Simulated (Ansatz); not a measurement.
## singlet AlO(-): levels of theory in one basis

```
atom   x (Å)   y (Å)    z (Å)
  Al  0.0000  0.0000  -0.8200
   O  0.0000  0.0000   0.8200
```

Basis set: def2-SVP (spherical functions). Left uncorrelated: 6 orbitals. Charge -1, multiplicity 1.

Computed with Ansatz (development build ahead of 0.2.0); each method stands on the lowest determinant of its kind that the runs found.

```tsv
method	E − E(RHF) (eV)	<S²> of the determinant
RHF	0.00	0.00
RHF-CCSD(T)	-7.46	–
```

What does RHF-MP2 give on the same scale?

-7.09 eV.

Is a single determinant a sound starting point here?

By this sign, yes. Unrestricted orbitals gain 0.00 eV and <S²> is 0.00 against 0.00 for a pure state.

Caution: no diffuse functions for an anion.
